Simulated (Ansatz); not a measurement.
Working through a test of scalar relativity of CCl (charge +1)

Computed with Ansatz's Python interface.

Notebook, run cell by cell (the value of a cell's last expression is shown):

```python
from dataclasses import dataclass

import ansatz
import numpy as np
```

```python
@dataclass(frozen=True)
class Settings:
    functional: str = 'pbe0'
    net_charge: int = 1
```

```python
opts = Settings()
```

```python
system = (
    ansatz.Crystal.molecule()
    .atom('C', (0.0, 0.0, 0.0))
    .atom('Cl', (0.0, 0.0, 1.78))
)
```

```python
calculation = (
    system.calculation()
    .functional(opts.functional)
    .charge(opts.net_charge)
    .forces()
)
sets = {'none': 'cc-pVTZ', 'scalar': 'cc-pVTZ-DK'}
found = {kind: calculation.basis(gaussian=basis).pseudopotentials(relativity=kind).run(threads=1).report for kind, basis in sets.items()}
for kind, each in found.items():
    dipole = 4.803205 * np.linalg.norm(each['charge_distribution']['dipole_moment_e_ang'])
    print(f'{kind:7s} E = {each["free_energy_ev"]:.4f} eV  dipole {dipole:.3f} D  largest force component {np.abs(each["forces_ev_ang"]).max():.4f} eV/A')
print(f'relativity lowers the total energy by {found["none"]["free_energy_ev"] - found["scalar"]["free_energy_ev"]:.3f} eV')
```

    none    E = -13540.4630 eV  dipole 1.452 D  largest force component 6.0426 eV/A
    scalar  E = -13579.5026 eV  dipole 1.445 D  largest force component 6.0375 eV/A
    relativity lowers the total energy by 39.040 eV

Reading the output:
- Total energies depend on the basis set; only differences at equal settings carry meaning.
- The geometry is a force-field or estimated start, not a minimum of this method. The basis set changes with the Hamiltonian (a set recontracted for scalar relativity), and most of the change in the total lies in the cores.
- An ion's dipole depends on the origin; the program takes it about the centre of nuclear charge.
- The spin state was assumed, and another may lie lower.
- It ran for 2.1 s on 1 thread of Arm Neoverse V1 (shared host), peak memory 0.17 GiB.
